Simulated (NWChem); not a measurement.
## Basis-set convergence for Li2

SMILES: [Li][Li]
```xyz
2

Li     0.0000     0.0000     1.3762
Li     0.0000     0.0000    -1.3762
```
Charge 0, spin multiplicity 1.

Everything below was run with NWChem. All single points use one geometry, from B3LYP/def2-SVP, a minimum by its harmonic frequencies.

Quantity: vertical ionisation energy at the level ΔB3LYP (Δ: difference of total energies, the cation a doublet at the parent's geometry with its hole in an orbital of symmetry ag (D2h labels); it is the state that the SCF runs reached, from PBE0 orbitals for Hartree-Fock references, and need not be the lowest).

B3LYP has NWChem's definition, with VWN1-RPA local correlation. The Pople sets run with spherical d functions. The structure started from a generated list of species. The stability of the SCF solutions was not checked.

```json
[
 {"basis": "STO-3G", "functions": "10", "vertical ionisation energy (eV)": "___"},
 {"basis": "def2-SVP", "functions": "18", "vertical ionisation energy (eV)": "5.29"},
 {"basis": "3-21G", "functions": "18", "vertical ionisation energy (eV)": "5.29"},
 {"basis": "def2-TZVP", "functions": "28", "vertical ionisation energy (eV)": "___"},
 {"basis": "6-31G*", "functions": "28", "vertical ionisation energy (eV)": "5.30"},
 {"basis": "def2-TZVPD", "functions": "34", "vertical ionisation energy (eV)": "___"},
 {"basis": "6-31+G*", "functions": "36", "vertical ionisation energy (eV)": "5.31"},
 {"basis": "aug-cc-pVDZ", "functions": "46", "vertical ionisation energy (eV)": "5.30"},
 {"basis": "def2-QZVP", "functions": "70", "vertical ionisation energy (eV)": "5.28"},
 {"basis": "cc-pVQZ", "functions": "110", "vertical ionisation energy (eV)": "5.28"}
]
```

### Question
Fill in the missing entries.

### Answer

- STO-3G, vertical ionisation energy (eV): 4.83
- def2-TZVP, vertical ionisation energy (eV): 5.41
- def2-TZVPD, vertical ionisation energy (eV): 5.39
